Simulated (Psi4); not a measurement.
**SiH2S (SMILES [SiH]S): PBE0/def2-SVP**

Aim: energy and forces of SiH2S. 

Program for the calculation: Psi4 1.11.

1 further run of the same task is left out (it didn't finish).

## Step 1: Starting point

SiH2S: 4 atoms, total charge 0, spin state singlet. As SMILES, `[SiH]S`. The coordinates come from a PBE0-D4/def2-TZVP relaxation.

Bond lengths: Si1–S2 2.115 Å, Si1–H3 1.525 Å, S2–H4 1.346 Å. Angles: Si1–S2–H4 97.5°, S2–Si1–H3 89.3°.

## Step 2: Energy and forces at PBE0/def2-SVP

Input file job.dat:

```
memory 1600 mb

molecule geom {
  0 1
  Si
  S 1 R2
  H 1 R3 2 A3
  H 2 R4 1 A4 3 D4

  R2 = 2.115322
  R3 = 1.524995
  A3 = 89.25273
  R4 = 1.345814
  A4 = 97.46595
  D4 = -179.91323
  symmetry c1
  no_reorient
  no_com
}

set {
  reference rks
  puream true
  e_convergence 1e-09
  d_convergence 1e-08
  scf_type pk
  dft_radial_points 99
  dft_spherical_points 590
}

result, w = gradient('pbe0/def2-SVP', return_wfn=True)
oeprop(w, 'MULLIKEN_CHARGES', 'MAYER_INDICES', 'QUADRUPOLE')
```

Started as:

```sh
$ psi4 -n 1 job.dat job.out
```

job.out:

```text
[...]
  Running in c1 symmetry.
[...]
  Nuclear repulsion =   73.393073615318983
[...]
  Multiplicity = 1
[...]
  Nalpha       = 16
  Nbeta        = 16
[...]
    Number of basis functions: 46
[...]
   @RKS iter   1:  -688.35253653655468   -2.75169e-01   4.82884e-03 ADIIS/DIIS
[...]
   @RKS iter  10:  -688.38318297059436   -1.81899e-12   2.90185e-09 DIIS
[...]
    Orbital Energies [Eh]
    ---------------------
    Doubly Occupied:
       1A    -89.021114     2A    -66.260684     3A     -8.022996
       4A     -5.963751     5A     -5.959819     6A     -5.958534
       7A     -5.353320     8A     -3.693267     9A     -3.688878
      10A     -3.684931    11A     -0.767816    12A     -0.518275
      13A     -0.409824    14A     -0.347882    15A     -0.307348
      16A     -0.250997
[...]
  @RKS Final Energy:  -688.38318297059436
   => Energetics <=
    Nuclear Repulsion Energy =             73.3930736153189827
    One-Electron Energy =               -1097.9954867443107105
    Two-Electron Energy =                 371.7363625499029354
    DFT Exchange-Correlation Energy =     -35.5171323915057329
    Empirical Dispersion Energy =           0.0000000000000000
    VV10 Nonlocal Energy =                  0.0000000000000000
    Total Energy =                       -688.3831829705944756
[...]
  -Total Gradient:
     Atom            X                  Y                   Z
    ------   -----------------  -----------------  -----------------
       1       -0.000026846334     0.001182625771     0.004090740008
       2       -0.000032016957    -0.003603390400    -0.003495197331
       3        0.000030500745    -0.001863971760     0.000475217742
       4        0.000028365794     0.004284457035    -0.001069613095
[...]
 Multipole Moments:
 ------------------------------------------------------------------------------------
     Multipole            Electronic (a.u.)      Nuclear  (a.u.)        Total (a.u.)
 ------------------------------------------------------------------------------------
 L = 1.  Multiply by 2.5417464519 to convert [e a0] to [Debye]
 Dipole X            :         -0.0015080            0.0018313            0.0003233
 Dipole Y            :         -0.4544884            0.1725952           -0.2818933
 Dipole Z            :          0.0211515            0.0501993            0.0713508
 Magnitude           :                                                    0.2907832
 L = 2.  Multiply by 1.3450342976 to convert [e a0^2] to [Debye ang]
 Quadrupole XX       :        -19.7809504            0.0000142          -19.7809362
 Quadrupole XY       :          0.0070607           -0.0096629           -0.0026023
[...]
  Mulliken Charges: (a.u.)
   Center  Symbol    Alpha    Beta     Spin     Total
       1    SI     6.90565  6.90565  0.00000  0.18870
       2     S     8.10204  8.10204  0.00000 -0.20408
       3     H     0.54358  0.54358  0.00000 -0.08716
       4     H     0.44873  0.44873  0.00000  0.10254
   Total alpha = 16.00000, Total beta = 16.00000, Total charge =  0.00000
  Mayer Bond Indices:
[...]
```

Run time: 10 s. Hardware: 1 thread of AMD EPYC 7R43 (Zen 3), shared host; peak memory 0.47 GiB.

## Step 3: Outcome

At PBE0/def2-SVP:

| quantity | value |
| --- | --- |
| total energy | -688.38318 Eh |
| dipole moment | 0.74 D |
| HOMO energy | -6.83 eV |
| LUMO energy | -2.44 eV |
| HOMO–LUMO gap | 4.39 eV |
| largest force on an atom | 0.258 eV/Å |

The largest force is 0.26 eV/Å: the shape isn't a stationary point for this species at this level.
